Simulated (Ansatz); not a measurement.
# C2H5NO2: small, medium and large basis sets

An exercise on one series of results from a longer session: the logs are not shown, and one member is left open.

The runs use Ansatz 0.2.0, Gaussian basis; one geometry, several basis sets.

The runs, in order: PBE0-D4/def2-SVP; ωB97M-V/def2-SVP; PBE0-D4/def2-QZVPP; ωB97M-V/def2-QZVPP; the functionals' def2-TZVPP values are taken from earlier runs.

## The geometry

All runs share one geometry, relaxed beforehand with PBE0-D4 in a triple-zeta def2 set.

SMILES `NCOC=O`, 10 atoms, charge 0, spin multiplicity 1.

Atoms are counted from 1 here; the program's logs count them from 0.

Bond lengths: N1–C2 1.406 Å, N1–H6 1.010 Å, N1–H7 1.010 Å, C2–O3 1.464 Å, C2–H8 1.090 Å, C2–H9 1.090 Å, O3–C4 1.326 Å, C4–O5 1.198 Å, C4–H10 1.101 Å. Angles: C2–N1–H6 112.7°, C2–N1–H7 112.7°, H6–N1–H7 109.4°, N1–C2–O3 111.1°, N1–C2–H8 111.0°, N1–C2–H9 111.0°, O3–C2–H8 107.4°, O3–C2–H9 107.4°, H8–C2–H9 108.8°, C2–O3–C4 115.7°, O3–C4–O5 125.9°, O3–C4–H10 109.7°, O5–C4–H10 124.4°.

The first run:

in.yaml reads:

```yaml
crystal:
  periodic: [false, false, false]
  atoms:
    - {symbol: N, position_ang: [-1.541060, 0.881797, 0.181170]}
    - {symbol: C, position_ang: [-0.602255, -0.164213, 0.153285]}
    - {symbol: O, position_ang: [0.727511, 0.329987, -0.206635]}
    - {symbol: C, position_ang: [1.686524, -0.584776, -0.256724]}
    - {symbol: O, position_ang: [1.554393, -1.755107, -0.035787]}
    - {symbol: H, position_ang: [-1.323138, 1.583090, 0.874843]}
    - {symbol: H, position_ang: [-1.658232, 1.324980, -0.719019]}
    - {symbol: H, position_ang: [-0.880268, -0.918445, -0.583412]}
    - {symbol: H, position_ang: [-0.519661, -0.640577, 1.130566]}
    - {symbol: H, position_ang: [2.639286, -0.107837, -0.535189]}
basis:
  gaussian: {orbitals: def2-SVP}
hamiltonian: {xc: pbe0, dispersion: d4}
output: {orbitals: {seedname: orbitals}}
```

Steps of the session up to this table: PBE0-D4 in def2-SVP; ωB97M-V in def2-SVP; PBE0-D4 in def2-QZVPP; ωB97M-V in def2-QZVPP.

One table of the session follows, with a row left open; its other results are not shown here.

It belongs to the step «Functionals by basis». 

```
functional       basis  HOMO (eV)  LUMO (eV)
   PBE0-D4    def2-SVP          ?          ?
   PBE0-D4  def2-TZVPP      -7.71       0.17
   PBE0-D4  def2-QZVPP      -7.76       0.07
   ωB97M-V    def2-SVP      -9.86       2.88
   ωB97M-V  def2-TZVPP     -10.11       2.36
   ωB97M-V  def2-QZVPP     -10.16       1.75
```

Estimate the missing values for PBE0-D4, def2-SVP.

The run gave: HOMO (eV): -7.48; LUMO (eV): 0.46. In the column «HOMO (eV)» it is the highest.
